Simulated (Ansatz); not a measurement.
# Where PBE misses the cohesive energy: 14 values for a set of simple (sp) metals

PBE (Ansatz, a quantum-chemistry and plane-wave program) was set against 14 reference values (fcc Al, bcc Ba, hcp Be, fcc Ca, hcp Cd, bcc Cs, α-phase Ga, bcc K, bcc Li, hcp Mg, bcc Na, bcc Rb, fcc Sr, hcp Zn), measured values corrected to a static lattice or taken at low temperature (these still hold zero-point motion). Its mean error is -0.07 eV/atom and its mean absolute error 0.13 eV/atom (median 0.08 eV/atom); 11 of 14 lie within 0.2 eV/atom, and the value is below the reference in 11 of 14 cases.

All rows, largest deviation first (by eV/atom; values in eV/atom; a dash: no usable value at that level):

| solid | reference | PBE | PBE error (eV/atom) | in % | HSE06 | PBE0 | r²SCAN |
|---|---|---|---|---|---|---|---|
| hcp Cd | 1.18* | 0.75 | -0.43 | -37 | 0.87 | 0.87 | 1.07 |
| hcp Be | 3.32 | 3.73 | +0.41 | +12 | 3.70 | 3.70 | 3.80 |
| hcp Zn | 1.38* | 1.11 | -0.27 | -20 | 1.18 | 1.17 | 1.47 |
| α-phase Ga | 2.81 | 2.63 | -0.18 | -7 | 2.64 | 2.62 | 2.84 |
| fcc Sr | 1.73* | 1.61 | -0.12 | -7 | 1.57 | 1.54 | 1.79 |
| bcc Cs | 0.81* | 0.71 | -0.10 | -12 | 0.69 | 0.66 | 0.68 |
| bcc Rb | 0.86* | 0.77 | -0.09 | -10 | 0.75 | 0.72 | 0.75 |
| bcc K | 0.94* | 0.87 | -0.07 | -8 | 0.84 | 0.82 | 0.85 |
| bcc Li | 1.67* | 1.61 | -0.06 | -4 | 1.55 | 1.54 | 1.58 |
| fcc Ca | 1.86* | 1.91 | +0.05 | +3 | 1.81 | 1.79 | 2.08 |
| bcc Na | 1.12* | 1.08 | -0.04 | -3 | 1.04 | 1.03 | 1.08 |
| bcc Ba | 1.91* | 1.88 | -0.03 | -1 | 1.77 | 1.73 | 2.04 |
| hcp Mg | 1.51 | 1.50 | -0.01 | -1 | 1.52 | 1.51 | 1.71 |
| fcc Al | 3.43* | 3.43 | 0.00 | +0 | 3.42 | 3.40 | 3.59 |

A star marks references brought to a static lattice; the others are low-temperature values that still hold zero-point motion, which matters most for light elements.

Spin–orbit coupling is left out, also for the solids with elements from indium on (bcc Ba, bcc Cs); its size isn't shown.

Exact exchange on metals is sensitive to the k mesh.

Differences are worked out from unrounded values.

Programs: Ansatz.

Ansatz's runs of these crystals have no spin polarisation.

Free atoms are spin-polarised, in the lowest state found; at levels without +SOC their spin–orbit coupling is left out. Each level is taken at its own relaxed cell. Ansatz's density-functional and Hartree–Fock values are scalar-relativistic unless marked +SOC, with PAW data made under PBE.

Not in this set, of the simple (sp) metals with a reference value in our tables and a result at some level: 4 for the spin–orbit terms of free Br, In, Sn, Te, I and atoms past barium, a cut that leaves lighter open-shell atoms' terms in the errors. These can be a level's best or worst cases. Solids without a released value at any level aren't counted. Layered and molecular crystals are counted apart. The metals Ce to Yb are counted apart.

References as tabulated in Mejia-Rodriguez and Trickey (2018), arXiv:1807.09216; Jana et al. (2018), arXiv:1807.00350; Kittel's textbook; Csonka et al. (2009), arXiv:0903.4037.
